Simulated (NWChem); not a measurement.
methylamine (CH$_{5}$N); SMILES CN

Results from NWChem. All runs use the structure optimised with PBE0/def2-SVP. Total energies compare along this basis series because the functional is fixed.

```csv
level,basis functions,energy (Ha),highest occupied level (eV),orbital gap (eV),dipole (D)
Hartree-Fock/STO-3G,15,-94.0304,-8.73,25.78,1.47
Hartree-Fock/def2-SVP,53,-95.1449,-10.49,15.36,1.44
Hartree-Fock/def2-SVPD,80,-95.1530,-10.63,13.50,1.39
Hartree-Fock/def2-TZVP,92,-95.2533,-10.60,14.27,1.42
Hartree-Fock/def2-TZVPD,119,-95.2544,-10.62,12.72,1.37
Hartree-Fock/def2-TZVPP,132,-95.2561,-10.60,14.22,1.38
Hartree-Fock/def2-QZVP,264,-95.2612,-10.62,13.49,1.37
```
